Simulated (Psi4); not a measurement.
**HF/6-311++G(3df,3pd) (density fitting) run of C2HClN− (SMILES N#C[CH-]Cl)**

What is the vertical ionisation energy of C2HClN− at HF/6-311++G(3df,3pd) (density fitting)? 

The results are computed with Psi4 1.11.

3 further runs of the same task are left out: 1 that didn't finish, 2 set aside as unsound or not needed.

## 1. Starting point

The species is C2HClN− (5 atoms), meant as a singlet with charge -1. As SMILES, `N#C[CH-]Cl`. The shape is that of a GFN2-xTB (4 decimals) optimisation.

Bond lengths: N1–C2 1.170 Å, C2–C3 1.364 Å, C3–Cl4 1.814 Å, C3–H5 1.089 Å. Angles: N1–C2–C3 168.9°, C2–C3–Cl4 113.9°, C2–C3–H5 117.2°, Cl4–C3–H5 107.7°.

## 2. The energy at HF/6-311++G(3df,3pd) (density fitting)

Input file c2hcln.sdf:

```

     RDKit          3D

  5  4  0  0  0  0  0  0  0  0999 V2000
    0.8595   -0.2160    1.8276 N   0  0  0  0  0  0  0  0  0  0  0  0
    0.4032   -0.1357    0.7528 C   0  0  0  0  0  0  0  0  0  0  0  0
    0.1005    0.0722   -0.5605 C   0  0  0  0  0  0  0  0  0  0  0  0
   -1.3808    1.0865   -0.8221 Cl  0  0  0  0  0  0  0  0  0  0  0  0
    0.0176   -0.8069   -1.1978 H   0  0  0  0  0  0  0  0  0  0  0  0
  2  1  3  0
  3  2  1  0
  4  3  1  0
  5  3  1  0
M  CHG  1   3  -1
M  END
$$$$
```

Input file c2hcln_ase.py:

```python
import numpy as np
from ase.calculators.psi4 import Psi4
from ase.io import read

a = read('c2hcln.sdf')
calc = Psi4(atoms=a, method='scf', basis='6-311++G(3df,3pd)', memory='1600MB', num_threads=1, charge=-1, multiplicity=1, label='psi4-calc')
a.calc = calc

print(f'energy: {a.get_potential_energy():.6f} eV')
```

On the command line:

```bash
python c2hcln_ase.py
```

psi4-calc.dat:

```text
[...]
  Running in c1 symmetry.
[...]
  Nuclear repulsion =  118.051189141311895
[...]
  Multiplicity = 1
[...]
  Nalpha       = 19
  Nbeta        = 19
[...]
    Number of basis functions: 182
[...]
   @DF-RHF iter   1:  -590.15165748749882   -9.11109e-01   2.69398e-03 DIIS/ADIIS
[...]
   @DF-RHF iter  10:  -590.29223504971105   -1.66298e-07   5.13099e-07 DIIS
[...]
    Orbital Energies [Eh]
    ---------------------
    Doubly Occupied:
       1A   -104.644449     2A    -15.349517     3A    -11.074471
       4A    -11.057684     5A    -10.369629     6A     -7.837337
       7A     -7.835906     8A     -7.835654     9A     -1.008450
      10A     -0.928691    11A     -0.747453    12A     -0.480640
      13A     -0.382312    14A     -0.354236    15A     -0.334502
      16A     -0.275754    17A     -0.263794    18A     -0.246826
      19A     -0.103953
[...]
  @DF-RHF Final Energy:  -590.29223504971105
   => Energetics <=
    Nuclear Repulsion Energy =            118.0511891413118946
    One-Electron Energy =               -1054.4241996589973951
    Two-Electron Energy =                 346.0807754679744903
    Total Energy =                       -590.2922350497110529
[...]
 Multipole Moments:
 ------------------------------------------------------------------------------------
     Multipole            Electronic (a.u.)      Nuclear  (a.u.)        Total (a.u.)
 ------------------------------------------------------------------------------------
 L = 1.  Multiply by 2.5417464519 to convert [e a0] to [Debye]
 Dipole X            :         -2.3239447            1.2858398           -1.0381050
 Dipole Y            :          1.8406707           -1.7590708            0.0815999
 Dipole Z            :         -0.6674603           -0.3751001           -1.0425604
 Magnitude           :                                                    1.4735171
[...]
```

The script printed:

```text
energy: -16062.669875 eV
```

Wall time 7.2 s (1 thread of AMD EPYC 7R43 (Zen 3), shared host); peak memory 0.37 GiB.

## 3. Doublet neutral C2HClN

Input file calc.inp:

```
memory 1.6 GB

molecule molecule1 {
  0 2
  N      0.859540    -0.216030     1.827650
  C      0.403170    -0.135680     0.752770
  C      0.100500     0.072150    -0.560490
  Cl    -1.380790     1.086460    -0.822110
  H      0.017580    -0.806900    -1.197820
  symmetry c1
  no_reorient
  no_com
}

set {
  basis     6-311++G(3df,3pd)
  reference uhf
}

e, wfn = energy("scf", return_wfn=True)
```

On the command line:

```bash
psi4 -n 1 calc.inp calc.out
```

calc.out:

```text
[...]
  Running in c1 symmetry.
[...]
  Nuclear repulsion =  118.050241009958611
[...]
  Multiplicity = 2
[...]
  Nalpha       = 19
  Nbeta        = 18
[...]
    Number of basis functions: 182
[...]
   @DF-UHF iter   1:  -590.12294666006881   -8.82493e-01   2.31577e-03 DIIS/ADIIS
[...]
   @DF-UHF iter  15:  -590.25759988435084   -3.76967e-07   8.91295e-07 DIIS
[...]
   @S^2 Observed:                9.854608518E-01
[...]
    Orbital Energies [Eh]
    ---------------------
    Alpha Occupied:
       1A   -104.871994     2A    -15.626105     3A    -11.377128
       4A    -11.291847     5A    -10.596376     6A     -8.064119
       7A     -8.061925     8A     -8.061453     9A     -1.278216
      10A     -1.177549    11A     -1.016049    12A     -0.746195
      13A     -0.636193    14A     -0.613863    15A     -0.604990
      16A     -0.528993    17A     -0.509568    18A     -0.483081
      19A     -0.435349
    Alpha Virtual:
      20A      0.037561    21A      0.065401    22A      0.078358
      23A      0.097004    24A      0.120609    25A      0.126045
[...]
  @DF-UHF Final Energy:  -590.25759988435084
   => Energetics <=
    Nuclear Repulsion Energy =            118.0502410099586115
    One-Electron Energy =               -1045.4538958906430253
    Two-Electron Energy =                 337.1460549963335893
    Total Energy =                       -590.2575998843508387
  UHF NO Occupations:
  HONO-2 :   17  A 1.9642035
  HONO-1 :   18  A 1.9243843
[...]
 Multipole Moments:
 ------------------------------------------------------------------------------------
     Multipole            Electronic (a.u.)      Nuclear  (a.u.)        Total (a.u.)
 ------------------------------------------------------------------------------------
 L = 1.  Multiply by 2.5417464519 to convert [e a0] to [Debye]
 Dipole X            :         27.1302650          -27.2442760           -0.1140110
 Dipole Y            :        -30.1179725           29.8000928           -0.3178797
 Dipole Z            :          1.3500526           -2.3176735           -0.9676209
 Magnitude           :                                                    1.0248591
[...]
```

Wall time 9.9 s (1 thread of AMD EPYC 7R43 (Zen 3), shared host); peak memory 0.34 GiB.

## 4. What came out

At HF/6-311++G(3df,3pd) (density fitting):

| quantity | value |
| --- | --- |
| singlet C2HClN−: total energy | -590.29224 Eh |
| singlet C2HClN−: HOMO energy | -2.83 eV |
| singlet C2HClN−: LUMO energy | 4.55 eV |
| singlet C2HClN−: HOMO–LUMO gap (to an unbound level, set by the basis) | 7.38 eV |
| doublet neutral C2HClN: total energy | -590.25760 Eh |
| doublet neutral C2HClN: dipole moment | 2.60 D |
| doublet neutral C2HClN: HOMO energy (highest over α and β) | -11.85 eV |
| doublet neutral C2HClN: LUMO energy (lowest over α and β) | 0.56 eV |
| doublet neutral C2HClN: ⟨S²⟩ | 0.985 |
| vertical detachment energy (to the doublet neutral) | 0.942 eV |

In words: Removing an electron at fixed nuclei costs 0.94 eV (90.9 kJ/mol). The negative HOMO energy of the first species, 2.83 eV, lies 1.89 eV above that difference. ⟨S²⟩ (doublet neutral C2HClN) is 0.99 where a pure doublet has 0.75: the reference is spin-contaminated.
